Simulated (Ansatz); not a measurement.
# AlH4NO: the cost of one run

Method: RHF/def2-SVP, in Ansatz 0.2.0.

### 1 The system as given

Bond lengths: Al1–H2 1.560 Å, Al1–O3 1.780 Å, O3–H4 1.010 Å, Al1–N5 1.920 Å, N5–H6 1.060 Å, N5–H7 1.060 Å. Angles: H2–Al1–O3 120.0°, H2–Al1–N5 120.0°, O3–Al1–N5 120.0°, Al1–O3–H4 109.5°, Al1–N5–H6 120.0°, Al1–N5–H7 120.0°, H6–N5–H7 120.0°.

Coordinates:

```xyz
7

Al    0.0000    0.0000    0.0000
H     0.0000    0.0000    1.5600
O     1.5415    0.0000   -0.8900
H     1.8414   -0.9519   -1.0449
N    -1.6627    0.0000   -0.9600
H    -2.3316   -0.8164   -0.8614
H    -1.9118    0.8164   -1.5886
```

### 2 Preparing the start

The input, input.yaml:

```yaml
crystal:
  periodic: [false, false, false]
  atoms:
    - { symbol: Al, position_ang: [0.0, 0.0, 0.0] }
    - { symbol: H, position_ang: [0.0, 0.0, 1.56] }
    - { symbol: O, position_ang: [1.5415, 0.0, -0.89] }
    - { symbol: H, position_ang: [1.8414, -0.9519, -1.0449] }
    - { symbol: "N", position_ang: [-1.6627, 0.0, -0.96] }
    - { symbol: H, position_ang: [-2.3316, -0.8164, -0.8614] }
    - { symbol: H, position_ang: [-1.9118, 0.8164, -1.5886] }
basis:
  gaussian: { orbitals: def2-SVP }
hamiltonian:
  xc: hf
relax:
  f_tol: 0.02
  max_steps: 40
```

Started as:

```
$ ansatz run input.yaml --threads 1 --pin off --max-ram 2048MiB --backend cpu --events-out ev --progress --plain --runs-dir out
```

What time and memory should one allow on 1 thread of AMD EPYC 9R45 (Zen 5), shared host?

About 4.1 s, with a peak of 0.14 GiB.
